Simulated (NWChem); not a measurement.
System: NaCl; SMILES [Na][Cl]

Computed with NWChem. Each level has its own optimisation; frequencies are unscaled.

| level | r Cl–Na (Å) | highest harmonic frequency (cm⁻¹) | zero-point energy (kcal/mol) |
|---|---|---|---|
| Hartree-Fock/STO-3G | (withheld) | (withheld) | 0.8 |
| CAM-B3LYP/def2-SVP | 2.323 | 397 | 0.6 |
| BP86/def2-TZVP | 2.376 | 352 | 0.5 |
| PBE0/def2-SVP | 2.338 | 387 | 0.6 |

Question: Complete the blanks.

Answer: 
- Hartree-Fock/STO-3G, r Cl–Na (Å): 2.221
- Hartree-Fock/STO-3G, highest harmonic frequency (cm⁻¹): 532
